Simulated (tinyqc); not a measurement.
Inside a calculation. Method: RKS/BLYP in the sto-3g basis, for H2O, spin multiplicity 1. One step of it, computed by the program tinyqc.

Problem. Orthogonalisation. S = U s U^T; symmetric (Loewdin) form X = U s^(-1/2) U^T, so that X^T S X = 1.

overlap S, lower triangle:
```
           1O 1s     1O 2s    1O 2px     1O 2py    1O 2pz     2H 1s     3H 1s
1O 1s   1.000000
1O 2s   0.236704  1.000000
1O 2px  0.000000  0.000000  1.000000
1O 2py  0.000000  0.000000  0.000000   1.000000
1O 2pz  0.000000  0.000000  0.000000   0.000000  1.000000
2H 1s   0.055211  0.481079  0.000000   0.314406  0.241980  1.000000
3H 1s   0.047639  0.441013  0.000000  -0.296858  0.228581  0.238418  1.000000
```

Give: eigenvalues of S; X.

Solution.

eigenvalues of S: 0.3502  0.4381  0.8860  1.0000  1.0937  1.3286  1.9034

X, lower triangle:
```
          1O 1s    1O 2s  1O 2px   1O 2py   1O 2pz    2H 1s   3H 1s
1O 1s    1.0241
1O 2s   -0.1424   1.2329
1O 2px   0.0000   0.0000  1.0000
1O 2py  -0.0010   0.0155  0.0000   1.1077
1O 2pz  -0.0098   0.1053  0.0000   0.0066   1.0526
2H 1s    0.0225  -0.3077  0.0000  -0.2339  -0.1517   1.2170
3H 1s    0.0208  -0.2619  0.0000   0.2126  -0.1338  -0.0853  1.1772
```
